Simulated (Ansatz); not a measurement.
Cost and result for the atomization energy of C$_{2}$H$_{4}$OS, SMILES `O=CCS` (8 atoms, 7 bonds).

Total charge 0; spin multiplicity 1. Geometry: relaxed with PBE0-D4/def2-TZVP. It is one conformer, not always the lowest. Program: Ansatz. All runs use 2 threads of an Intel Xeon 6975P-C on a shared host. Times are those of one run each, without the atoms' runs, and a repeat can differ threefold. Electronic energies, without spin–orbit coupling; frozen cores. CCSD(T)/CBS adds CCSD(T) − MP2 in def2-TZVPP to the MP2 limit, and its time is that of the two runs behind it. T1 = 0.014. B3LYP takes the VWN-RPA correlation (the form of Gaussian; ORCA's B3LYP/G).

CCSD(T)/CBS is a level of theory with its own doubt, some kJ/mol a heavy atom from the limit and from the frozen cores, so smaller differences don't rank the functionals.

| level | functions | wall time |
| --- | --- | --- |
| revPBE-D4/def2-TZVPP | 191 | 1.1 s |
| BLYP-D4/def2-TZVPP | 191 | 1.1 s |
| PBE-D4/def2-TZVPP (with forces) | 191 | 1.3 s |
| CCSD(T)/def2-SVP | 80 | 1.4 s |
| PBE0-D4/def2-TZVPP | 191 | 1.5 s |
| BHLYP-D4/def2-TZVPP | 191 | 1.6 s |
| B3LYP-D4/def2-TZVPP (with forces) | 191 | 2.1 s |
| r2SCAN-D4/def2-TZVPP (with forces) | 191 | 2.3 s |
| PBE-QIDH/def2-TZVPP | 191 | 2.9 s |
| ωB97X-V/def2-TZVPP | 191 | 3.7 s |
| MP2/def2-QZVPP | 361 | 11 s |
| CCSD(T)/def2-TZVPP | 191 | 19 s |
| CCSD(T)/CBS(def2) | – | 30 s |

(1) What atomization energy does each give, and how far from CCSD(T)/CBS? (An estimate is asked.)

## Answers

(1) The calculation gave: 
```csv
level,atomization (kcal/mol),difference from CCSD(T)/CBS,per bond
revPBE-D4/def2-TZVPP,737.6,5.4,0.8
BLYP-D4/def2-TZVPP,735.9,3.7,0.5
PBE-D4/def2-TZVPP (with forces),757.8,25.6,3.7
CCSD(T)/def2-SVP,693.1,-39.1,-5.6
PBE0-D4/def2-TZVPP,737.4,5.2,0.7
BHLYP-D4/def2-TZVPP,702.3,-29.9,-4.3
B3LYP-D4/def2-TZVPP (with forces),731.9,-0.3,0.0
r2SCAN-D4/def2-TZVPP (with forces),736.5,4.3,0.6
PBE-QIDH/def2-TZVPP,728.1,-4.1,-0.6
ωB97X-V/def2-TZVPP,735.2,3.0,0.4
MP2/def2-QZVPP,740.2,8.0,1.1
CCSD(T)/def2-TZVPP,711.8,-20.4,-2.9
CCSD(T)/CBS(def2),732.2,0.0,0.0
```

From r2SCAN to r2SCAN0 (25 % exact exchange), in def2-TZVPP and without D4, the atomization energy moves by −16.5 kcal/mol: exact exchange takes away binding that semilocal exchange gives to molecules. The D4 term adds +5.5 kcal/mol with B3LYP and +2.8 kcal/mol with PBE0; it sums over pairs of atoms, weighted by their polarisabilities, and B3LYP, whose exchange is more repulsive, gets the larger term. At CCSD(T), def2-SVP lies −39.1 kcal/mol from the extrapolated value and def2-TZVPP −20.4 kcal/mol: correlation converges slowly with the basis, and small sets miss more of it in the bonded molecule than in its fragments.
